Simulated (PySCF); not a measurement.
From one molecule to another.

First species: Propyne, C3H4.
Structure used (GFN2-xTB), in Å, numbered top down from 1:
```xyz
7
C3H4 angstrom
C      1.686   -0.123   -0.018
C      0.493   -0.035   -0.008
C     -0.948    0.072    0.004
H      2.731   -0.206   -0.026
H     -1.380   -0.655   -0.684
H     -1.251    1.073   -0.302
H     -1.328   -0.121    1.007
```

Second species: CH₉FSi₃.
SMILES: `F[SiH2]C([SiH3])[SiH3]`

Levels: CAM-B3LYP/def2-SVPD for dipole moment, HOMO energy, LUMO energy, HOMO–LUMO gap, static isotropic polarisability and electronic spatial extent ⟨r²⟩ about the centre of nuclear charge; TDDFT CAM-B3LYP/def2-SVPD for lowest singlet excitation; TDA CAM-B3LYP/def2-SVPD for lowest triplet excitation (Tamm–Dancoff); GFN2-xTB for rotational constant A and rotational constant C. Geometries: GFN2-xTB. All species are isolated and taken at one optimised geometry, non-relativistic unless stated. Electronic properties by PySCF.

Dipoles, sizes and rotational constants follow the conformer. The torsions of the flexible species, by atom-mapped SMILES:
- `[F:1][SiH2:2][CH:3]([SiH3:4])[SiH3:5]`: F1–Si2–C3–Si4 -66°

```json
{"property": "dipole moment", "column X": "2.00 D", "column Y": "0.80 D"}
{"property": "HOMO energy", "column X": "-10.15 eV", "column Y": "-9.13 eV"}
{"property": "LUMO energy", "column X": "0.70 eV", "column Y": "1.38 eV"}
{"property": "HOMO–LUMO gap", "column X": "10.85 eV", "column Y": "10.51 eV"}
{"property": "lowest singlet excitation", "column X": "7.55 eV", "column Y": "6.72 eV"}
{"property": "lowest triplet excitation (Tamm–Dancoff)", "column X": "7.17 eV", "column Y": "5.54 eV"}
{"property": "static isotropic polarisability", "column X": "90.6 au", "column Y": "34.9 au"}
{"property": "electronic spatial extent ⟨r²⟩ about the centre of nuclear charge", "column X": "1030 bohr²", "column Y": "177 bohr²"}
{"property": "rotational constant A", "column X": "2.370 GHz", "column Y": "159.331 GHz"}
{"property": "rotational constant C", "column X": "1.259 GHz", "column Y": "8.724 GHz"}
```

**Question.** Which column belongs to which species?

**Answer.** Column X is the second species and column Y the first. The first has 7 atoms and 22 electrons, the second 14 and 66.

**Question.** How does each property change from the first species to the second?

**Answer.** dipole moment +1.20 D; HOMO energy -1.02 eV; LUMO energy -0.68 eV; HOMO–LUMO gap +0.34 eV; lowest singlet excitation +0.83 eV; lowest triplet excitation (Tamm–Dancoff) +1.63 eV; static isotropic polarisability +55.7 au; electronic spatial extent ⟨r²⟩ about the centre of nuclear charge +853 bohr²; rotational constant A -156.961 GHz; rotational constant C -7.465 GHz.

On the first: The 8 singlets span 6.72 to 9.20 eV, and their oscillator strengths add up to 0.15. The polarisability is 5.17 Å³ as a volume (1 au = 0.148185 Å³), or 1.58 au for each of the 22 electrons.

On the second: The dipole equals about 6.7 × 10⁻³⁰ C·m (1 D = 3.33564 × 10⁻³⁰ C·m). In wavenumbers S1 is 60900 cm⁻¹ (1 eV = 8065.54 cm⁻¹).
